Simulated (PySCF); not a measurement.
PySCF input (B3LYP/def2-SVP):

```python
import numpy as np, basis_set_exchange as bse
from pyscf import gto, scf, dft, df

basis = {'H': gto.basis.parse(bse.get_basis('def2-SVP', elements=['H'], fmt='nwchem')), 'P': gto.basis.parse(bse.get_basis('def2-SVP', elements=['P'], fmt='nwchem'))}
mol = gto.M(
    atom='''
    P     0.00293147    0.00160888    0.12817703
    H    -0.00384980    1.18388197   -0.65609339
    H     1.01199153   -0.61366513   -0.65676338
    H    -1.05211382   -0.59435001   -0.60979871
    ''',
    basis=basis,
    charge=0,
    verbose=4,
    max_memory=8640,
)
mf = dft.RKS(mol, xc='b3lyp')
mf.grids.level = 3
mf = mf.density_fit(auxbasis='cc-pvtz-jkfit')
mf.conv_tol = 1e-9
mf.max_cycle = 100
print('smallest overlap eigenvalue', np.linalg.eigvalsh(mol.intor('int1e_ovlp'))[0])
mf.kernel()
dip = mf.dip_moment()
```

Output:

```
PySCF version 2.14.0

[INPUT] verbose = 4
[INPUT] num. atoms = 4
[INPUT] num. electrons = 18
[INPUT] charge = 0
[INPUT] spin (= nelec alpha-beta = 2S) = 0
[INPUT] symmetry False subgroup None
[INPUT] Mole.unit = angstrom
[INPUT] Symbol           X                Y                Z      unit          X                Y                Z       unit  Magmom
[INPUT]  1 P      0.002931470000   0.001608880000   0.128177030000 AA    0.005539675442   0.003040342567   0.242219482160 Bohr   0.0
[INPUT]  2 H     -0.003849800000   1.183881970000  -0.656093390000 AA   -0.007275067634   2.237212687111  -1.239836819237 Bohr   0.0
[INPUT]  3 H      1.011991530000  -0.613665130000  -0.656763380000 AA    1.912386832080  -1.159659027896  -1.241102916844 Bohr   0.0
[INPUT]  4 H     -1.052113820000  -0.594350010000  -0.609798710000 AA   -1.988206971670  -1.123158741033  -1.152352553013 Bohr   0.0

nuclear repulsion = 17.5531721951201
number of shells = 17
number of NR pGTOs = 57
number of NR cGTOs = 33
basis = {'H': [[0, [13.010701, 0.019682158], [1.9622572, 0.13796524], [0.44453796, 0.47831935]], [0, [0.12194962, 1.0]], [1, [0.8, 1.0]]], 'P': [[0, [8002.4795106, 0.0057503489302], [1203.681359, 0.043007628959], [273.44227031, 0.19363986252], [76.655541517, 0.49651693399], [23.516927435, 0.44983262479]], [0, [39.791683439, 0.095188129789], [4.2770343323, -0.57649840368], [1.6940256888, -0.54239583865]], [0, [0.27567674644, 1.0]], [0, [0.10495590099, 1.0]], [1, [219.50755823, 0.0092100565257], [51.27415503, 0.065409765745], [15.921595892, 0.24033730279], [5.5069913481, 0.46318321788], [1.9537719426, 0.37392563382]], [1, [0.47803397932, 1.0]], [1, [0.13657952621, 1.0]], [2, [0.45, 1.0]]]}
ecp = {}
smallest overlap eigenvalue 0.01613443853640527

******** <class 'pyscf.df.df_jk.DFRKS'> ********
method = DFRKS
initial guess = minao
damping factor = 0
level_shift factor = 0
DIIS = <class 'pyscf.scf.diis.CDIIS'>
diis_start_cycle = 1
diis_space = 8
diis_damp = 0
SCF conv_tol = 1e-09
SCF conv_tol_grad = None
SCF max_cycles = 100
direct_scf = False
XC library pyscf.dft.libxc version 7.1.2
    S. Lehtola, C. Steigemann, M. J. T. Oliveira, and M. A. L. Marques,  SoftwareX 7, 1–5 (2018)
XC functionals = b3lyp
    P. J. Stephens, F. J. Devlin, C. F. Chabalowski, and M. J. Frisch,  J. Phys. Chem. 98, 11623 (1994)
radial grids:
    Treutler-Ahlrichs [JCP 102, 346 (1995); DOI:10.1063/1.469408] (M4) radial grids

becke partition: Becke, JCP 88, 2547 (1988); DOI:10.1063/1.454033
pruning grids: <function nwchem_prune>
grids dens level: 3
symmetrized grids: False
atomic radii adjust function: <function treutler_atomic_radii_adjust>
small_rho_cutoff = 0
Set gradient conv threshold to 3.16228e-05
Initial guess from minao.
tot grids = 48608
******** <class 'pyscf.df.df.DF'> ********
auxbasis = cc-pvtz-jkfit
init E= -342.869475305045
  HOMO = -0.295787650688304  LUMO = 0.000173799193792974  gap/eV = 8.05352
cycle= 1 E= -343.051820211158  delta_E= -0.182  |g|= 0.0728  |ddm|= 1.54
  HOMO = -0.258924139737716  LUMO = 0.0503110657354877  gap/eV = 8.41472
cycle= 2 E= -343.052905093537  delta_E= -0.00108  |g|= 0.0608  |ddm|= 0.337
  HOMO = -0.274731463656569  LUMO = 0.0408969667983262  gap/eV = 8.58869
cycle= 3 E= -343.054206469818  delta_E= -0.0013  |g|= 0.00327  |ddm|= 0.128
  HOMO = -0.275144001224948  LUMO = 0.0405125391061327  gap/eV = 8.58945
cycle= 4 E= -343.054208996455  delta_E= -2.53e-06  |g|= 0.00062  |ddm|= 0.00417
  HOMO = -0.275194553574534  LUMO = 0.0405380719868708  gap/eV = 8.59152
cycle= 5 E= -343.05420912123  delta_E= -1.25e-07  |g|= 0.000198  |ddm|= 0.00101
  HOMO = -0.275194050192215  LUMO = 0.0405248682129673  gap/eV = 8.59115
cycle= 6 E= -343.05420913628  delta_E= -1.51e-08  |g|= 3.93e-06  |ddm|= 0.000231
  HOMO = -0.275194040213945  LUMO = 0.0405247618809501  gap/eV = 8.59115
cycle= 7 E= -343.054209136285  delta_E= -5.34e-12  |g|= 1.48e-07  |ddm|= 6.51e-06
  HOMO = -0.275194096929798  LUMO = 0.0405247333067143  gap/eV = 8.59115
Extra cycle  E= -343.054209136284  delta_E= 1.53e-12  |g|= 1.98e-08  |ddm|= 5.89e-07
converged SCF energy = -343.054209136284
Dipole moment(X, Y, Z, Debye): -0.01840, -0.01010, -0.80458
```
